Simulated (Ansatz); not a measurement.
**AlH3S2 (SMILES [SH][AlH][SH]): a rigid scan of the angle S1–Al2–S3**

An exercise on one series of results from a longer session: the logs are not shown, and one member is left open.

Method: single points in def2-TZVPP; program: Ansatz 0.2.0, Gaussian basis.

Levels: PBE-D4, r2SCAN-D4, PBE0-D4, B3LYP-D4, wB97M-V, Hartree-Fock, MP2, CCSD, CCSD(T). The scan takes 92.1, 98.1, 104.1, 110.1, 116.1, 122.1, 128.1, 134.1, 140.1°.

Cores are frozen in the correlated methods. B3LYP uses VWN-RPA correlation.

39 further runs of the same task are left out: 39 set aside as unsound or not needed.

### The starting structure

The minimum, relaxed at PBE0-D4: SMILES `[SH][AlH][SH]`, 6 atoms, charge 0, spin multiplicity 1.

Atoms are counted from 1 here; the program's logs count them from 0.

Bond lengths: S1–Al2 2.178 Å, S1–H4 1.344 Å, Al2–S3 2.178 Å, Al2–H5 1.576 Å, S3–H6 1.344 Å. Angles: Al2–S1–H4 92.3°, S1–Al2–S3 116.1°, S1–Al2–H5 122.0°, S3–Al2–H5 122.0°, Al2–S3–H6 92.3°.

As a file:

```xyz
6
charge 0, multiplicity 1
S    -1.4840   -1.2715   -0.8060
Al    0.0336    0.1065   -0.0699
S     1.0984   -0.5117    1.7266
H    -1.7947   -0.4646   -1.8357
H     0.3431    1.4712   -0.7948
H     1.8455    0.6060    1.7337
```

Energies of the minimum (eV), from earlier single points: PBE-D4 -28306.80265, r2SCAN-D4 -28317.70151, PBE0-D4 -28309.26460, B3LYP-D4 -28321.74279, wB97M-V -28318.07987, CCSD(T) -28282.23520.

At the minimum the angle S1–Al2–S3 is 116.1°.

Set-up of the first run:

ccsdt-tzvpp/in.yaml reads:

```yaml
crystal:
  periodic: [false, false, false]
  atoms:
    - {symbol: S, position_ang: [-1.172864, -1.706791, -0.075544]}
    - {symbol: Al, position_ang: [0.033570, 0.106482, -0.069918]}
    - {symbol: S, position_ang: [1.098445, -0.511731, 1.726555]}
    - {symbol: H, position_ang: [-1.832934, -1.329079, -1.184268]}
    - {symbol: H, position_ang: [0.343061, 1.471194, -0.794820]}
    - {symbol: H, position_ang: [1.845547, 0.606041, 1.733676]}
basis:
  gaussian: {orbitals: def2-TZVPP}
correlation: {method: ccsd_t}
```

No record of the launch command was kept for these runs.

Steps of the session up to this table: S1–Al2–S3 = 92.1°; S1–Al2–S3 = 98.1°; S1–Al2–S3 = 104.1°; S1–Al2–S3 = 110.1°; S1–Al2–S3 = 116.1°; S1–Al2–S3 = 122.1°; S1–Al2–S3 = 128.1°; S1–Al2–S3 = 134.1°; S1–Al2–S3 = 140.1°.

One of the session's tables, all rows but one given; the rest of the session is left out.

Energies less that of the minimum at the same level (meV): The rows 116.1 (minimum) and angle (°) = 116.1 agree to the last digit and may rest on the same set-up.

```
      angle (°)  PBE-D4  PBE0-D4  B3LYP-D4  wB97M-V  Hartree-Fock
           92.1     352      377       393      384           508
           98.1       ?        ?         ?        ?             ?
          104.1      78       86        90       88           130
          110.1      18       21        22       22            38
116.1 (minimum)       0        0         0        0             0
          116.1       0        0         0        0             0
          122.1      22       21        21       20            12
          128.1      84       83        85       82            73
          134.1     187      187       192      186           184
          140.1     334      338       347      338           351
```

**Question.** Estimate the row for angle (°) = 98.1.

Worked estimate for «PBE-D4». A straight line through the neighbours (92.1, 352) and (104.1, 78) gives 352 + (78 − 352) × (98.1 − 92.1) / (104.1 − 92.1) = 215; a parabola fitted to 3 rows on both sides gives 189.

The run gave: PBE-D4: 186; PBE0-D4: 202; B3LYP-D4: 210; wB97M-V: 205; Hartree-Fock: 282. In «PBE-D4» the line misses by +29 and the parabola by +3.
